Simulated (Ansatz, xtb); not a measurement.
Species: hydrogen cyanide, CHN (charge 0, singlet). 
Structure (B3LYP-D3(BJ)/def2-TZVP (Ansatz, a first-principles code) minimum search):
```xyz
3

C      0.0000     0.0000    -0.4969
N      0.0000     0.0000     0.6493
H      0.0000     0.0000    -1.5636
```

Harmonic wavenumbers from GFN2-xTB (xtb, at its own minimum), cm⁻¹: 777, 777, 2294, 3287.

**Question.** Give the harmonic wavenumbers at B3LYP-D3(BJ)/def2-TZVP (Ansatz, finite differences of forces, unscaled).

**Answer.** 767, 767, 2203, 3446 cm⁻¹. Zero-point energy 10.3 kcal/mol.

**Question.** From these and the geometry, give the ideal-gas thermochemistry at 298.15 K and 1 atm (rigid rotor, harmonic oscillator).

**Answer.** Point group C∞v, rotational symmetry number 1. Rotational constants 44.94, 44.94 GHz. S(trans) 35.82, S(rot) 11.78, S(vib) 0.47, S(elec, spin only) 0.00, S 48.1 cal/(mol K). H(298) - H(0) 2.18 kcal/mol; G - E(el) -1.9 kcal/mol. Tabulated S at 1 bar: 48.2 cal/(mol K) (CRC Handbook, as tabulated in the package chemicals).
